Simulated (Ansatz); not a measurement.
# PH₂+ (quintet): from Hartree-Fock to the top rungs, def2-TZVPP

An exercise on one series of results from a longer session: the logs are not shown, and one member is left open.

The runs use Ansatz 0.2.0, Gaussian basis; def2-TZVPP, core rule «outside noble gas», up to 5 orbitals frozen.

The runs, in order: UHF; ROHF; CCSD(T) on UHF.

2 further runs of the same task are left out: 2 set aside as unsound or not needed.

## The geometry

The geometry is a PBE0/def2-TZVP stationary point (not a proven minimum) of the parent state, kept for this charge and spin.

3 atoms, charge 1, spin multiplicity 5.

Atoms are counted from 1 here; the program's logs count them from 0.

Bond lengths: P1–H2 1.416 Å, P1–H3 1.416 Å. Angles: H2–P1–H3 122.2°.

The first run:

Input file in.yaml:

```yaml
crystal:
  periodic: [false, false, false]
  atoms:
    - {symbol: P, position_ang: [0.000000, -0.041813, 0.000000]}
    - {symbol: H, position_ang: [0.000000, 0.642452, -1.239718]}
    - {symbol: H, position_ang: [0.000000, 0.642452, 1.239718]}
basis:
  gaussian: {orbitals: def2-TZVPP}
total_charge: 1
magnetization: {spin_polarized: true, initial_magnetization: 4}
hamiltonian: {xc: hf}
output: {orbitals: {seedname: orbitals}}
```

The run is started by

```
$ ansatz run in.yaml --threads 1 --pin off --events-out ev --progress --plain --max-ram 4096MiB --backend cpu
```

Among the steps run: UHF; ROHF; CCSD(T) on UHF.

One table of the session follows, with a row left open; its other results are not shown here.

| method | from UCCSD(T) (meV) |
| --- | --- |
| ROHF | +3211.9 |
| UHF | +3126.0 |
| UMP2 | ? |
| UCCSD | +114.6 |
| UCCSD(T) | 0 |

Estimate the missing values for UMP2.

**Answer.** from UCCSD(T) (meV): +693.1. In the column «from UCCSD(T) (meV)» it lies between UCCSD (+114.6) and UHF (+3126.0).
